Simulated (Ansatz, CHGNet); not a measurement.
For rock-salt TiC, the machine-learned potential CHGNet-r²SCAN (trained on r²SCAN data) gives:

| Property | Value |
|---|---|
| equilibrium lattice constant a | 4.331 Å |
| enthalpy of formation | -1.016 eV/atom |

Problem. What does PBE0 (Ansatz, a quantum-chemistry and plane-wave program, plane waves, PAW) give for the same quantities?

Solution. 
- lattice constant a: 4.304 Å (falls by 0.6 %)
- formation enthalpy: -0.995 eV/atom (moves by +0.021 eV/atom)

For comparison: lattice constant a 4.33 Å (measured, temperature not stated, not corrected to a static lattice; as tabulated in Zhang et al. (2018), doi:10.1088/1367-2630/aac7f0); formation enthalpy -0.956 ± 0.02 eV/atom (measured, 298 K, copied from a table, unchecked, no zero-point or thermal correction; as tabulated in Wang et al. (2021), doi:10.1038/s41598-021-94550-5).

Changes are worked out from the printed values.

Unless a cell is named, each level is at its own relaxed cell (CHGNet-r²SCAN 10.16, PBE0 9.96 Å³/atom).

Ansatz's density-functional and Hartree–Fock values are scalar-relativistic unless marked +SOC, with PAW data made under PBE.
